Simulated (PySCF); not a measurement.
sulfur dioxide (O₂S), SMILES O=S=O.

Coordinates come from a ωB97X-D3(BJ)/def2-TZVP optimisation.

Level of theory: SMD-PBE0/6-31G* (PySCF).

Solvation free energies are E(SMD) − E(gas) at the gas-phase geometry, for 1 M in both phases. In vacuum the dipole moment is 1.72 D.

**Question.** Estimate the solvation free energies in water, chloroform, ethanol. (The exact figures need the calculation; the answer reports its results.)

**Answer.** 
| solvent | ΔG(solv) (kcal/mol) | its non-electrostatic (CDS) part | dipole (D) |
|---|---|---|---|
| water | -3.4 | -0.3 | 2.03 |
| chloroform | -2.2 | -0.5 | 1.88 |
| ethanol | -1.9 | 1.0 | 2.00 |
